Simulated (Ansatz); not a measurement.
System: fcc Ag. Method: HSE06-D3(BJ) (Ansatz, a program for electronic structure, PAW).

Numerical settings: plane-wave cutoff 460 eV, 14×14×14 k mesh, Fermi–Dirac smearing 0.05 eV, no spin polarisation, scalar-relativistic PAW data made under PBE.

Energies at three volumes about the minimum:

```
V (Å³/atom)  E − E_lowest (meV/atom)
-----------  -----------------------
16.082                          3.78
16.494                          0.00
16.735                          1.29
```

### Question
Fit a parabola by hand: where is the minimum, what lattice constant follows, and what is the bulk modulus?

### Answer
Slopes: (0.00 − 3.78)/(16.494 − 16.082) = -9.175 and (1.29 − 0.00)/(16.735 − 16.494) = 5.353 meV/Å³. Curvature E″ = 2 × (5.353 − (-9.175))/(16.735 − 16.082) = 44.496 meV/Å⁶. From the middle of the first interval, the slope vanishes at V0 = 16.2880 − (-9.175)/44.496 = 16.494 Å³/atom. B = V0 E″ = 16.494 × 44.496 meV/Å³ × 0.1602 GPa per meV/Å³ = 118 GPa. With 4 atoms in the cube, a = (4 × 16.494)^(1/3) = 4.041 Å. The full Birch–Murnaghan fit to all volumes gives V0 = 16.487 Å³/atom and B0 = 115 GPa.

Measured, for comparison: bulk modulus 110 GPa (corrected for temperature and zero-point phonon effects, our sources range from 104 to 111; as tabulated in Levämäki et al. (2014), arXiv:1402.3671); lattice constant a 4.062 Å (static lattice: zero-point anharmonic expansion removed, our sources range from 4.056 to 4.063; as tabulated in Mejia-Rodriguez and Trickey (2018), arXiv:1807.09216). Computed (rounded) less measured: bulk modulus +5 % (+4 % to +11 % over the range).
